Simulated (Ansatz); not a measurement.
B(NH2Me)H3 (CH8BN). Charge 0, multiplicity 1. Geometry PBE-D4/def2-TZVP, basis def2-TZVP, Ansatz.

```tsv
atom	x (Å)	y (Å)	z (Å)
B1	-0.5988	-1.1131	0.5006
N2	0.3908	-0.1985	-0.4272
C3	0.2944	1.2588	-0.1689
H4	0.1784	-0.3880	-1.4119
H5	1.3554	-0.5112	-0.2776
H6	0.9758	1.8344	-0.8111
H7	-0.7425	1.5666	-0.3446
H8	0.5313	1.4325	0.8868
H9	-1.7282	-0.7308	0.2437
H10	-0.2648	-0.8858	1.6515
H11	-0.3917	-2.2650	0.1585
```

```tsv
run	HOMO (eV)	LUMO (eV)
A	-10.09	1.65
B	-6.37	-0.64
C	-9.21	0.98
D	-7.72	0.22
E	-6.67	0.07
F	-7.93	0.68
```

Question: The runs used CAM-B3LYP, PBE, PBE0, r2SCAN, r2SCAN0, ωB97M-V. Estimate which is which.

Answer: A ωB97M-V (range-separated); B PBE (0 % exact exchange); C CAM-B3LYP (range-separated); D PBE0 (25 % exact exchange); E r2SCAN (0 % exact exchange); F r2SCAN0 (25 % exact exchange). Exact exchange lowers occupied and raises empty levels; among semilocal functionals meta-GGAs tend to open the gap a little, and such runs are hard to tell apart. The gap grows from 5.73 eV (PBE) to 11.74 eV (ωB97M-V).
